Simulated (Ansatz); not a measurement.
One crystal and one scan (energy against volume) at two levels, PBE (plane waves to 420 eV, PAW, scalar-relativistic; Ansatz, a quantum-chemistry and plane-wave program) and r2SCAN (plane waves to 500 eV, PAW, scalar-relativistic; Ansatz), each from its own relaxed cell and on its own mesh. The cell shown is that of PBE.

W (bcc, W type)

```
W
1.0
   -1.59176     1.59176     1.59176
    1.59176    -1.59176     1.59176
    1.59176     1.59176    -1.59176
W
1
Direct
  0.00000   0.00000   0.00000
```

E(V) scan at fixed shape, V₀ the volume above. Symmetry pins the atoms to their sites.

E stands for the smeared free energy. Spin-orbit coupling is left out, though W is heavy. W is run without spin polarisation. W was relaxed with its symmetry unable to fall. Percentages come from the unrounded values. Both scans cover V/V₀ from 0.900 to 1.100.

Results of PBE:

| Quantity | Result |
|---|---|
| Lattice constant a (Å) | 3.184 |
| Pressure at the smallest volume (GPa) | 39.9 |
| Energy cost of the largest compression (meV/atom) | 184 |
| Energy cost of the largest expansion (meV/atom) | 130 |
| Bulk modulus B₀ (third-order Birch-Murnaghan fit) (GPa) | 303.9 |
| Pressure for 5 % compression (fit) (GPa) | 17.4 |

Estimate the r2SCAN values.


| quantity | r2SCAN | PBE − r2SCAN |
|---|---|---|
| Lattice constant a (Å) | 3.169 | +0.015 (+0.4 %) |
| Pressure at the smallest volume (GPa) | 41.6 | -1.7 (-4.2 %) |
| Energy cost of the largest compression (meV/atom) | 189 | -5 (-3 %) |
| Energy cost of the largest expansion (meV/atom) | 135 | -5 (-4 %) |
| Bulk modulus B₀ (third-order Birch-Murnaghan fit) (GPa) | 318.7 | -14.8 (-4.6 %) |
| Pressure for 5 % compression (fit) (GPa) | 18.1 | -0.7 (-4 %) |

PBE gives the higher value for: lattice constant a. PBE gives the lower value for: pressure at the smallest volume; energy cost of the largest compression; energy cost of the largest expansion; bulk modulus B₀; pressure for 5 % compression. For the lattice constant a the reference is 3.16 Å (measured, corrected to the static lattice; as given in Daniel Mejia-Rodriguez, S. B. Trickey, Physical Review B (2018), arXiv:1807.09216): r2SCAN lies nearer.  Neither level is exact: the differences show how much the result hangs on the functional.

(Under strain, the slope of the energy per volume gives the stress and its curvature an elastic modulus.)
